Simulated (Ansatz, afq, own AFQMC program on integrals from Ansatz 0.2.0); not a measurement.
# SbH2⁻, singlet → SbH$_{2}$⁻, triplet

```yaml
atoms:
  - { symbol: Sb, position_ang: [0.0000, -0.0198, 0.0000] }
  - { symbol: H, position_ang: [0.0000, 1.1955, 1.2291] }
  - { symbol: H, position_ang: [0.0000, 1.1955, -1.2291] }
```

E(triplet, charge -1) − E(singlet, charge -1) at this geometry, on RHF and UHF determinants.

Basis def2-SVPD with its core potentials. Noble-gas cores (and the filled d shells of Ga–Kr and In–Xe) are frozen. AFQMC by an in-house program on the Cholesky factors that Ansatz 0.2.0 writes for its CCSD(T) run. ph-AFQMC/CISD is guided by a CISD state made of CCSD amplitudes; releasing the constraint for a short imaginary time cuts its bias at the price of noise, slowly where states lie close. Error bars are statistical, one sigma. No spin–orbit coupling. The errors of all members are added in quadrature.

No full CI on the walks' own integrals is used here; CCSDT(Q) serves as the reference and is uncertain by about the last step of the cluster series. Each member takes its own surest rung, up to full CI.

Errors are counted within def2-SVPD, not against nature.

Cautions: inner d shell frozen; no spin-orbit coupling; SbH₂⁻ (triplet): another spin lies lower, at this level and basis the anion state lies above a neutral one.

Reference (CCSDT(Q)): 2.396 eV.

```tsv
level	vertical spin gap (eV)	error against CCSDT(Q) (eV)
HF	2.146	-0.250
MP2	2.408	0.013
CCSD	2.397	0.001
CCSD(T)	2.398	0.002
CCSDT	2.394	-0.001
ph-AFQMC/CISD	2.383 ± 0.011	-0.013 ± 0.011
released AFQMC	2.397 ± 0.013	0.001 ± 0.013
```

Correlation beyond CCSD(T) changes it by less than 2 meV. The perturbative (T) step is worth +0.001 eV.

A walk keeps the symmetry of its determinant, which the program's search chose and which needn't be the lowest solution, so a lower state of the same spin and another symmetry isn't excluded. Released energies are given only where the last usable release times agree within the noise; a slower fall can still hide under it.
